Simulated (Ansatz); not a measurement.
Relaxed structures of CH2BN, singlet (PBE0-D4/def2-TZVP; forces vanish, vibrations not checked; lower isomers may exist, and structures with a doubtful reference or unclear bonds are left out; Å). Ansatz 0.2.0; basis: def2-TZVPP; cores frozen in the correlated methods.

**Question.** Rank them by CCSD(T) energy, lowest first, and give each one's height above the lowest. Links in brackets join atoms within 1.22 times the sum of their covalent radii (1.1 for two metals). (To be estimated.)
A.
CH₂BN ([B]1[CH][NH]1)
```
5
angstrom
B -0.7422 1.2232 -0.3167
C -0.5303 -0.3665 -0.1474
N 0.4596 0.3801 0.1237
H -0.5982 -1.4500 -0.1002
H 1.4111 0.2134 0.4406
```
B.
CH₂BN ([BH]1[C][NH]1)
```
5
angstrom
B -0.5471 -0.4720 -0.1461
C -0.5419 1.0702 -0.2425
N 0.5174 0.3482 0.1444
H -0.8940 -1.5982 -0.1860
H 1.4617 0.5887 0.4330
```
C.
CH₂BN ([BH]1[CH][N]1)
```
5
angstrom
B -0.7519 1.0727 -0.3950
C -0.5418 -0.3333 -0.1699
N 0.4353 0.4726 0.1326
H -0.6121 -1.4137 -0.0881
H -1.2607 2.0923 -0.6983
```

**Answer.** The calculation gives: C (0.0 kJ/mol), B (135.9 kJ/mol), A (246.6 kJ/mol). Heights count from the lowest.

T1 diagnostic: at most 0.016. The restricted Hartree–Fock reference is unstable towards an unrestricted one at one or more of these structures.

For scale, one of the runs: CCSD(T)/def2-TZVPP, 121 basis functions, launched by `ansatz run in.yaml --threads 2 --pin off --events-out ev --progress --plain --max-ram 4352MiB`. Hardware: 2 CPU threads of an Arm Neoverse V2, shared host. Wall time about 5.5 s.
